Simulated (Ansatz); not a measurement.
Basis-set extrapolation for C₂H₃FN₂, SMILES `NC1(F)C=N1` (PBE0-D4/def2-TZVP geometry, frozen core, Ansatz). Multiplicity 1, RHF reference.

```
                      def2-TZVPP   def2-QZVPP
                 HF  -285.856379  -285.869161
    MP2 correlation    -0.965282    -1.038534
CCSD(T) correlation    -1.020137      not run
```

Energies in hartree. Use E(X) = E(∞) + A·exp(−7.88·√X) for Hartree–Fock and E(X) = E(∞) + B·X^(−2.97) for correlation, with X = 3 and 4, and add CCSD(T) minus MP2 of the smaller set to the MP2 limit.

Task: What is the CCSD(T) energy at the basis-set limit?

Result: HF limit: -285.869161 + (-0.012782) × 0.13774 = -285.87092. MP2 limit: -1.038534 + (-0.073252) × 0.74074 = -1.09279. Higher-order term: -1.020137 − (-0.965282) = -0.05486. Total: -287.01857 hartree, 3.87 eV below CCSD(T)/def2-TZVPP.
